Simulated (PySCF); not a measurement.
Consider `[SiH3][SiH3]` (H6Si2). Optimised structure (Å), atoms numbered from 1:
```
Si   -1.1653    0.1051   -0.0373
Si    1.1699   -0.1009    0.0248
H    -1.7426   -0.8465   -1.0356
H    -1.5497    1.4974   -0.4232
H    -1.7463   -0.1984    1.3066
H     1.5559   -1.4953    0.4017
H     1.7445    0.8446    1.0305
H     1.7519    0.2127   -1.3162
```

These are calculated values, M06-2X/def2-TZVP in PySCF (grid level 3) at geometries from PBE0-D3(BJ)/def2-SVP. Zero-point and thermal terms (298.15 K, 1 bar) come from unscaled PBE0-D3(BJ)/def2-SVP harmonic frequencies, with soft modes damped to free rotors in the entropy.

Task: Rank these bonds by dissociation enthalpy, weakest first.
A. Si1–Si2
B. Si1–H

Result: A (302 kJ/mol), B (361 kJ/mol).

Task: For Si1–H, what are ΔE (electronic) and ΔG(298 K) of the homolysis?

Result: ΔE = 379 and ΔG = 321 kJ/mol, beside ΔH = 361 kJ/mol. The radicals are `[SiH2][SiH3]` and H•.
